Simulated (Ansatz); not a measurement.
Mulliken charges of CH3FS2 (`FC(S)S`) from r2SCAN/def2-TZVPP in Ansatz (PBE0-D4/def2-TZVP geometry).

```json
{"atom": "F1", "x (Å)": "-0.721", "y (Å)": "-1.494", "z (Å)": "0.469", "charge (e)": "-0.191"}
{"atom": "C2", "x (Å)": "-0.297", "y (Å)": "-0.257", "z (Å)": "0.063", "charge (e)": "0.172"}
{"atom": "S3", "x (Å)": "1.325", "y (Å)": "0.147", "z (Å)": "0.714", "charge (e)": "-0.121"}
{"atom": "S4", "x (Å)": "-0.230", "y (Å)": "-0.328", "z (Å)": "-1.750", "charge (e)": "-0.129"}
{"atom": "H5", "x (Å)": "-1.037", "y (Å)": "0.470", "z (Å)": "0.398", "charge (e)": "0.081"}
{"atom": "H6", "x (Å)": "0.908", "y (Å)": "0.433", "z (Å)": "1.961", "charge (e)": "0.087"}
{"atom": "H7", "x (Å)": "0.113", "y (Å)": "0.961", "z (Å)": "-1.901", "charge (e)": "0.100"}
```

Question: By hand: the dipole of these point charges (1 e Å = 4.8032 D).

Answer: Σ q r = (-0.038, 0.438, 0.073) e Å, of length 0.446 e Å = 2.14 D.

Question: How does the dipole of the full density compare? (Estimate.)

Answer: Ansatz gave: (-0.090, 0.438, 0.145) e Å, 2.26 D; the point charges give 0.95 times that, at 11° from its direction.

Point charges leave out the atoms' own dipoles, such as those of lone pairs, and Mulliken's split depends on the basis, so the close match here is no proof of good charges.
